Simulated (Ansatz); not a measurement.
**Interaction energy ladder**

The pair of OH⁻ (SMILES [OH-], atoms 1–2) and CH₆Si (SMILES C[SiH3], atoms 3–10), both closed shells, in one local arrangement (a lower one may exist), relaxed at PBE0-D4/def2-TZVPD:

| atom | x (Å) | y (Å) | z (Å) |
| --- | --- | --- | --- |
| O1 | -0.2353 | -0.3265 | -1.9739 |
| H2 | 0.6539 | -0.6114 | -2.2107 |
| C3 | -0.1344 | -0.4274 | 1.2507 |
| Si4 | -0.0428 | 0.4651 | -0.4502 |
| H5 | -0.9521 | -0.0417 | 1.8702 |
| H6 | 0.8117 | -0.3661 | 1.7992 |
| H7 | -0.3380 | -1.4897 | 1.0639 |
| H8 | -1.5902 | 0.7343 | -0.5085 |
| H9 | 1.5410 | 0.1187 | -0.5971 |
| H10 | 0.2863 | 1.9448 | -0.2437 |

Computed with Ansatz 0.2.0 (basis: def2-TZVPPD, with def2-QZVPPD for the basis limit); correlated methods freeze the cores. B3LYP uses VWN-RPA correlation. Extrapolation: Hartree–Fock as exp(−7.88 √X), correlation as X^−2.97. Interaction energies count from these two fragments, frozen as in the pair, with the counterpoise correction; negative means bound.

(1) What is the interaction energy by CCSD(T) at an estimated basis limit (MP2 extrapolated from triple and quadruple zeta, plus CCSD(T) − MP2 in triple zeta)? (To be estimated.)

(2) Which atoms make the shortest contact between the fragments?

The T1 diagnostic stays at or below 0.028. The restricted Hartree–Fock reference is unstable towards an unrestricted one at one or more of these structures.

## Answers

(1) The calculation gives: -88.37 kcal/mol. Hartree–Fock alone gives -92.96 kcal/mol at the basis limit. It counts from the two fragments frozen as in the pair.

The same quantity by other methods in triple zeta, and each one's difference from that estimate:
```json
{"method": "PBE-D4", "E_int (kcal/mol)": "-82.96", "difference": "5.41"}
{"method": "revPBE-D4", "E_int (kcal/mol)": "-82.60", "difference": "5.77"}
{"method": "BLYP-D4", "E_int (kcal/mol)": "-79.63", "difference": "8.75"}
{"method": "r2SCAN-D4", "E_int (kcal/mol)": "-89.26", "difference": "-0.89"}
{"method": "B97M-V", "E_int (kcal/mol)": "-91.75", "difference": "-3.37"}
{"method": "PBE0-D4", "E_int (kcal/mol)": "-89.52", "difference": "-1.15"}
{"method": "B3LYP-D4", "E_int (kcal/mol)": "-85.70", "difference": "2.67"}
{"method": "HSE06-D4", "E_int (kcal/mol)": "-89.50", "difference": "-1.13"}
{"method": "wB97X-V", "E_int (kcal/mol)": "-88.75", "difference": "-0.38"}
{"method": "wB97M-V", "E_int (kcal/mol)": "-88.97", "difference": "-0.60"}
{"method": "B2PLYP", "E_int (kcal/mol)": "-84.28", "difference": "4.09"}
{"method": "HF", "E_int (kcal/mol)": "-92.06", "difference": "-3.69"}
{"method": "MP2", "E_int (kcal/mol)": "-86.10", "difference": "2.27"}
{"method": "CCSD", "E_int (kcal/mol)": "-86.32", "difference": "2.05"}
{"method": "CCSD(T)", "E_int (kcal/mol)": "-85.21", "difference": "3.16"}
```
Differences are method less estimate.

(2) O1 and Si4, 1.73 Å apart.

Energy to bend the free fragments (PBE0-D4 minima) into their shapes in the pair, CCSD(T)/def2-TZVPPD: OH⁻ 0.00 kcal/mol; CH₆Si 47.56 kcal/mol. This must be added to the interaction energy to get the binding energy from relaxed fragments.

Basis-set superposition shift (counterpoise-corrected less uncorrected): CCSD(T) 2.36; MP2 2.43; HF 0.11; PBE0-D4 0.29; wB97M-V 0.22 kcal/mol.

For scale, one of the runs: CCSD(T)/def2-TZVPPD, 244 basis functions, launched by `ansatz run in.yaml --threads 4 --pin off --events-out ev --progress --plain --max-ram 9574MiB`. Time: 21 s of wall clock on 4 CPU threads of an Intel Xeon 6975P-C; the host was shared. Peak host memory: 5.3 GiB.
